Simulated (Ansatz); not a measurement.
C2H8N2 (1,2-dimethylhydrazine): the vertical ionisation energy from total energies

The species is C2H8N2 (12 atoms), meant as a singlet with charge 0. SMILES: `CNNC`. The coordinates come from a PBE0-D4/def2-TZVP relaxation. This is one conformer, not always the lowest.

```xyz
12

C    -1.0808    0.9647   -0.2494
N    -0.8549   -0.0368    0.7725
N     0.4601   -0.5088    0.9264
C     1.2045   -0.7936   -0.2831
H    -0.8320    0.6569   -1.2754
H    -2.1372    1.2410   -0.2265
H    -0.5003    1.8618   -0.0151
H    -1.4568   -0.8379    0.6359
H     0.9575    0.1476    1.5134
H     1.3513    0.0609   -0.9595
H     0.6998   -1.5860   -0.8436
H     2.1889   -1.1696    0.0044
```

Both states at this one shape; open shells run unrestricted unless said. 1 Eh = 27.2114 eV.

```
       level  program  singlet C2H8N2 (Eh)  doublet [C2H8N2]+ (Eh)  HOMO of the first (eV)
    HF/3-21G   Ansatz          -188.172676             -187.893612                   -9.71
PBE0/cc-pVDZ   Ansatz          -190.260085             -189.946366                   -6.16
```

Work out the vertical ionisation energy at each level.


1. HF/3-21G: -187.893612 − (-188.172676) = 0.279064 Eh = 7.59 eV; −ε(HOMO) = 9.71 eV.
2. PBE0/cc-pVDZ: -189.946366 − (-190.260085) = 0.313719 Eh = 8.54 eV; −ε(HOMO) = 6.16 eV.

No measured value is set beside it here; the levels span 7.59 to 8.54 eV. In Hartree–Fock, −ε(HOMO) (Koopmans) exceeds the difference of totals by the orbital relaxation of the ion. Hartree–Fock favours the state with fewer electron pairs, since it lacks pair correlation.
